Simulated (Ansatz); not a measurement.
Energy needed to pull apart C₃H₃F, singlet, into free ground-state atoms, from the structure below (displaced at random from a GFN2-xTB minimum); no zero-point or spin–orbit terms; open-shell atoms are treated unrestricted, in their ground-state multiplicity.

```
7
angstrom
F -1.5230 -1.2495 0.8174
C -0.5727 -0.5825 0.3748
C 0.7134 -0.4776 -0.1202
C -0.1304 0.7582 -0.2049
H 1.8626 -1.0354 -0.3953
H 0.1735 1.5652 0.6110
H -0.4286 1.0234 -1.0697
```

Ansatz 0.2.0; basis: def2-TZVPP; cores frozen in the correlated methods.

```
   method  atomization energy (eV)
    SPW92                    33.56
   PBE-D4                    29.49
r2SCAN-D4                        ?
  PBE0-D4                    28.48
  LC-wPBE                    28.21
  wB97M-V                    28.07
       HF                    18.88
      MP2                        ?
     CCSD                    26.52
  CCSD(T)                    27.19
```

What does MP2 give? (Judge from chemistry; the value comes from the calculation.)

The calculation gives: 28.08 eV, which is about 0.89 eV more than CCSD(T)/def2-TZVPP.

What does r2SCAN-D4 give? (To be estimated.)

Computed: 28.22 eV, which is about 1.04 eV more than CCSD(T)/def2-TZVPP.

In triple zeta the MP2 and coupled-cluster atomization energies are still short of their basis limit by a few kcal/mol a bond, whereas those of the functionals are nearly converged, so these differences are not deviations from converged CCSD(T).

No T1 diagnostic of these runs exceeds 0.013. The restricted Hartree–Fock reference is unstable towards an unrestricted one here.

For scale, one of the runs: CCSD(T)/def2-TZVPP forces, 166 basis functions (an equivalent command: `ansatz run in.yaml --threads 4`). Hardware: 4 CPU threads, shared host. Wall time 110 s; peak host memory 2.7 GiB.
